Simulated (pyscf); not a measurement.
PySCF, gas phase, ωB97X-D3(BJ)/def2-SVP geometries.

Question: For the elementary gas-phase step `[F][SiH2][O][SiH2]` [doublet] + `[H][H]` → `[F][SiH2][O][SiH3]` + `[H]` [doublet] (doublet surface; H–H broken, H–Si formed), what barrier and reaction energy does ωB97M-D3(BJ)/def2-TZVP give, measured from the separated reactants?

Answer: ΔE‡ = 0.66 eV, ΔE = +0.44 eV. Zero-point energy shifts the barrier by -0.04 eV. It is a hydrogen abstraction, with an imaginary mode of 1033i cm⁻¹. One saddle was located; it need not be the lowest between these sides. The angle at the transferred H is 176°.
